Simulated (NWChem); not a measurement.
Correlation energy of H$_{2}$P

```xyz
3

P      0.0000     0.0000     0.1196
H      1.0289     0.0000    -0.8970
H     -1.0289     0.0000    -0.8970
```
Charge 0, spin multiplicity 2.

All runs are NWChem calculations. Structure: optimised with UPBE/def2-SVP, a minimum by its harmonic frequencies.

Basis set: cc-pVQZ. Each correlation energy counts from its own Hartree-Fock reference.

The correlated methods keep 5 core orbitals frozen. The structure started from a generated list of species. The unpaired electrons of the parent sit in orbitals of symmetry b2 (C2v labels of the run); other states weren't searched. No SCF solution was tested for a lower state. Open-shell Hartree-Fock references start from PBE0 orbitals. No row is a measurement; the coupled-cluster row has its own basis-set and correlation limits.

```tsv
method	correlation energy (mHa)
URI-MP2	-147.4
UMP2	-147.4
SCS-UMP2	?
CCSD on ROHF	?
CCSD[T] on ROHF	-184.9
CCSD(T) on ROHF	-184.9
```

Task: Fill in the missing entries.

Result: 
- SCS-UMP2, correlation energy (mHa): -155.5
- CCSD on ROHF, correlation energy (mHa): -178.0
